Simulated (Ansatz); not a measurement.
Relaxation of C₃H₅NO (10 atoms, charge 0, multiplicity 1), to a largest force component of 0.02 eV/Å in at most 50 steps.

Method: RKS B3LYP-D4/def2-SVP in Ansatz.

```xyz
10
Properties=species:S:1:pos:R:3
N -1.503 -1.128 -0.513
C -0.519 -0.676 0.276
C 0.370 0.227 -0.032
C 1.610 1.004 0.244
O 0.724 1.026 -1.037
H -2.411 -1.259 -0.017
H -1.676 -0.458 -1.314
H -0.947 -2.001 -0.412
H 2.506 0.532 0.227
H 1.437 1.840 0.935
```

Q: Where does it end, and by what steps?

A: It converged. After 8 steps the energy has fallen by 1.999 eV; H8 moved furthest, 0.55 Å.

```tsv
step	energy less start (eV)	largest force component (eV/Å)	accepted
0	0.0000	5.839	yes
1	-1.0796	3.393	yes
2	-1.7053	1.391	yes
3	-1.9042	0.710	yes
4	-1.9816	0.581	yes
5	-1.9919	0.283	yes
6	-1.9977	0.119	yes
7	-1.9987	0.038	yes
8	-1.9989	0.006	yes
```

```xyz
10
Properties=species:S:1:pos:R:3
N -1.410 -1.110 -0.470
C -0.397 -0.872 0.685
C 0.409 0.082 0.230
C 1.488 1.025 0.225
O 0.585 0.878 -0.920
H -2.362 -0.969 -0.118
H -1.284 -0.512 -1.309
H -1.359 -2.090 -0.766
H 2.520 0.694 0.041
H 1.399 1.981 0.759
```

Whether the end is a true minimum wasn't checked by a vibrational analysis.

Run time: 22 s on 2 threads of Arm Neoverse V1, with other jobs on the host, peak memory 0.19 GiB.
